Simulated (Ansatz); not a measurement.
# HSO− (SMILES O[S-]): functionals against CCSD(T) at one geometry

One table from this session's results is given with a row withheld; the runs are named, their logs left out.

The runs use Ansatz 0.2.0, Gaussian basis; single points in def2-TZVPPD.

Cores are frozen in the correlated methods.

**Starting geometry**

3 atoms, charge -1, spin multiplicity 1.

Atoms are counted from 1 here; the program's logs count them from 0.

Bond lengths: O1–S2 1.742 Å, O1–H3 0.932 Å. Angles: S2–O1–H3 99.8°.

As a file:

```xyz
3
HOS
O    -0.13830   -0.55840   -0.13730
S     0.89970    0.63740    0.58920
H    -0.75410    0.00090   -0.55700
```

Set-up of the first run:

Input file run/in.yaml:

```yaml
crystal:
  periodic: [false, false, false]
  atoms:
    - {symbol: O, position_ang: [-0.138300, -0.558400, -0.137300]}
    - {symbol: S, position_ang: [0.899700, 0.637400, 0.589200]}
    - {symbol: H, position_ang: [-0.754100, 0.000900, -0.557000]}
basis:
  gaussian: {orbitals: "def2-TZVPPD.json"}
total_charge: -1
correlation: {method: ccsd_t}
output: {forces: true}
```

The basis file named in the input lies beside it (Basis Set Exchange, JSON).

The command line of these runs was not kept.

Steps of the session up to this table: CCSD(T)/def2-TZVPPD; PBE0-D4/def2-TZVPPD; wB97M-V/def2-TZVPPD; r2SCAN-D4/def2-TZVPPD; PBE-D4/def2-TZVPPD; HSE06-D4/def2-TZVPPD; r2SCAN0-D4/def2-TZVPPD.

One of the session's tables, all rows but one given; the rest of the session is left out.

```
    method  RMS force component (eV/Å)  angle to CCSD(T) forces (°)
   CCSD(T)                       0.760                    reference
   PBE0-D4                       0.640                         14.9
   wB97M-V                       0.663                         10.5
 r2SCAN-D4                       0.737                          5.0
    PBE-D4                       0.971                          4.3
  HSE06-D4                           ?                            ?
r2SCAN0-D4                       0.505                         19.2
```

**Question.** Estimate the row for HSE06-D4.

The run gave: RMS force component (eV/Å): 0.645; angle to CCSD(T) forces (°): 14.8. In the column «RMS force component (eV/Å)» it lies between PBE0-D4 (0.640) and wB97M-V (0.663).

Limits of these values: The anion's highest level is positive in at least one run, so there the basis alone may hold the extra electron.
